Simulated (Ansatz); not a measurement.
Species: CH4N, charge 0, doublet. CH4N (SMILES C[NH], doublet).
B3LYP-D3(BJ)/def2-TZVP minimum from Ansatz (an electronic-structure program):
```xyz
6

C      0.0571     0.6220     0.0514
N     -0.0053    -0.8134     0.0521
H     -0.9486     1.0689     0.0351
H     -0.5105    -1.0936    -0.7957
H      0.5859     0.9841     0.9335
H      0.5674     1.0026    -0.8464
```
Charge 0, spin multiplicity 2.

Total energies in cc-pVTZ, 13 correlated electrons, 2 frozen orbitals. Open shells are spin-unrestricted; no spin-orbit coupling. Correlated methods leave the cores frozen. No relativity.

| method | program | energy (Eh) | minus CCSDT(Q) (mEh) |
|---|---|---|---|
| HF | Ansatz | -94.63067 | 398.92 |
| MP2 | Ansatz | -94.98577 | 43.82 |
| CCSD | Ansatz | -95.01537 | 14.23 |
| CCSD(T) | Ansatz | -95.02844 | 1.15 |
| CCSDT(Q) | Ansatz | -95.02960 | 0.00 |

Rough core times of Ansatz's runs on a shared machine: CCSD(T) 30 s, CCSDT(Q) 70 min.
